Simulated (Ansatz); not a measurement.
# C₄H₅ radical: up Jacob's ladder to CCSD(T)

The task here is to estimate one member of a computed series from the others.

The runs use Ansatz 0.2.0, Gaussian basis; functionals in def2-TZVPP, the program's frozen cores in correlated methods.

The runs, in order: LDA (SPW92), PBE-D4, revPBE-D4, BLYP-D4, r2SCAN-D4, B97M-V, PBE0-D4, B3LYP-D4, r2SCANh-D4, r2SCAN0-D4, HSE06-D4, BHLYP-D4, CAM-B3LYP-D4, LC-ωPBE, ωB97X-V, ωB97M-V, B2PLYP, PBE-QIDH; CCSD(T)/def2-SVP; CCSD(T)/def2-TZVPP; CCSD(T)/def2-QZVPP; extrapolation to the limit; RPA on PBE.

### The relaxed structure

The geometry comes from an earlier relaxation with PBE0-D4 in a triple-zeta def2 set; it is a stationary point, not always the lowest conformer.

SMILES `[CH2]C#CC`, 9 atoms, charge 0, spin multiplicity 2.

Atoms are counted from 1 here; the program's logs count them from 0.

Bond lengths: C1–C2 1.364 Å, C1–H5 1.083 Å, C1–H6 1.083 Å, C2–C3 1.223 Å, C3–C4 1.446 Å, C4–H7 1.094 Å, C4–H8 1.095 Å, C4–H9 1.093 Å. Angles: C2–C1–H5 120.9°, C2–C1–H6 120.9°, H5–C1–H6 118.2°, C1–C2–C3 179.9°, C2–C3–C4 179.6°, C3–C4–H7 111.1°, C3–C4–H8 111.0°, C3–C4–H9 111.2°, H7–C4–H8 107.4°, H7–C4–H9 108.0°, H8–C4–H9 107.8°.

Set-up of the first run:

in.yaml

```yaml
crystal:
  periodic: [false, false, false]
  atoms:
    - {symbol: C, position_ang: [-1.869327, 0.715335, -0.983727]}
    - {symbol: C, position_ang: [-0.725864, 0.276025, -0.383143]}
    - {symbol: C, position_ang: [0.298277, -0.117876, 0.156422]}
    - {symbol: C, position_ang: [1.514442, -0.581950, 0.786224]}
    - {symbol: H, position_ang: [-2.188022, 0.310944, -1.936577]}
    - {symbol: H, position_ang: [-2.483416, 1.477841, -0.520570]}
    - {symbol: H, position_ang: [1.559564, -1.674961, 0.798577]}
    - {symbol: H, position_ang: [2.397326, -0.223047, 0.247543]}
    - {symbol: H, position_ang: [1.585619, -0.228610, 1.818051]}
basis:
  gaussian: {orbitals: def2-TZVPP}
magnetization: {spin_polarized: true, initial_magnetization: 1}
hamiltonian: {xc: lda}
output: {orbitals: {seedname: orbitals}}
```

Command:

```bash
$ ansatz run in.yaml --threads 2 --pin off --events-out ev --progress --plain --max-ram 20480MiB --backend cpu
```

Among the steps run: LDA; PBE-D4 (GGA); revPBE-D4 (GGA); BLYP-D4 (GGA); r2SCAN-D4 (meta-GGA); B97M-V (meta-GGA); PBE0-D4 (hybrid); B3LYP-D4 (hybrid); r2SCANh-D4 (hybrid); r2SCAN0-D4 (hybrid); HSE06-D4 (hybrid); BHLYP-D4 (hybrid); CAM-B3LYP-D4 (range-separated); LC-ωPBE (range-separated); ωB97X-V (range-separated); ωB97M-V (range-separated); B2PLYP (double hybrid); PBE-QIDH (double hybrid).

One of the session's tables, all rows but one given; the rest of the session is left out.

It belongs to the step «Orbital energies across the functionals». 

```
  functional  HOMO (eV)  LUMO (eV)  gap (eV)
 LDA (SPW92)      -4.57      -3.56      1.00
      PBE-D4      -4.56      -3.12      1.44
   revPBE-D4      -4.52      -3.00      1.52
     BLYP-D4          ?          ?         ?
   r2SCAN-D4      -4.95      -2.53      2.43
      B97M-V      -4.75      -2.74      2.02
     PBE0-D4      -5.79      -2.01      3.78
    B3LYP-D4      -5.49      -2.37      3.12
  r2SCANh-D4      -5.42      -2.14      3.27
  r2SCAN0-D4      -6.12      -1.57      4.55
    HSE06-D4      -5.39      -2.40      2.99
    BHLYP-D4      -6.85      -0.88      5.97
CAM-B3LYP-D4      -7.03      -0.98      6.05
     LC-ωPBE      -8.48       0.34      8.83
     ωB97X-V      -7.91      -0.01      7.90
     ωB97M-V      -7.71      -0.16      7.54
```

Q: Estimate the row for BLYP-D4 from the others.

Worked estimate for «HOMO (eV)». Against the share of exact exchange, B3LYP-D4 (0.2, -5.49), BHLYP-D4 (0.5, -6.85) give a slope of -4.53 per unit share; at 0 the line stands at -4.58.

As computed: HOMO (eV): -4.37; LUMO (eV): -3.05; gap (eV): 1.32. In «HOMO (eV)» the line misses by -0.21.
